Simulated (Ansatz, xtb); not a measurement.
# Loss of CH3Cl: C3H5Cl → C2H2 + CH3Cl

Species: C3H5Cl `C/C=C/Cl`, singlet; C2H2 (acetylene) `C#C`, singlet; CH3Cl (chloromethane) `CCl`, singlet. 

Shapes, held fixed at every level: PBE0-D4/def2-TZVP. Programs: Ansatz 0.2.0, xtb 6.7.1. The zero-point and thermal change to 298 K, harmonic and unscaled (PBE0-D4/def2-TZVP), is -11.6 kJ/mol.

```json
{"level": "GFN2-xTB", "kind": "semi-empirical", "ΔH(298 K) (kJ/mol)": "+188.1", "less CCSD(T)/CBS estimate": "+32.6"}
{"level": "HF/def2-SVP", "kind": "Hartree–Fock", "ΔH(298 K) (kJ/mol)": "+151.6", "less CCSD(T)/CBS estimate": "-3.9"}
{"level": "HF/def2-TZVPP", "kind": "Hartree–Fock", "ΔH(298 K) (kJ/mol)": "+134.8", "less CCSD(T)/CBS estimate": "-20.7"}
{"level": "B3LYP-D4/def2-TZVPP", "kind": "global hybrid", "ΔH(298 K) (kJ/mol)": "+163.6", "less CCSD(T)/CBS estimate": "+8.1"}
{"level": "r2SCAN0-D4/def2-TZVPP", "kind": "global hybrid", "ΔH(298 K) (kJ/mol)": "+184.6", "less CCSD(T)/CBS estimate": "+29.1"}
{"level": "MP2/def2-SVP", "kind": "perturbation theory", "ΔH(298 K) (kJ/mol)": "+170.0", "less CCSD(T)/CBS estimate": "+14.5"}
{"level": "CCSD(T)/def2-SVP", "kind": "coupled cluster or CI", "ΔH(298 K) (kJ/mol)": "+171.0", "less CCSD(T)/CBS estimate": "+15.5"}
{"level": "CCSD(T)/def2-TZVPP", "kind": "coupled cluster or CI", "ΔH(298 K) (kJ/mol)": "+156.3", "less CCSD(T)/CBS estimate": "+0.8"}
{"level": "CCSD(T)/CBS estimate", "kind": "coupled cluster or CI", "ΔH(298 K) (kJ/mol)": "+155.5", "less CCSD(T)/CBS estimate": "0.0"}
```

The highest level, CCSD(T)/CBS estimate, gives ΔH(298 K) = +155.5 kJ/mol; the levels span +134.8 to +188.1. The column of differences is taken from that level and isn't an error. No measured value is set beside it here. The CBS estimate extrapolates MP2 from def2-TZVPP and def2-QZVPP and adds CCSD(T) − MP2 in the triple-zeta set, cores frozen.
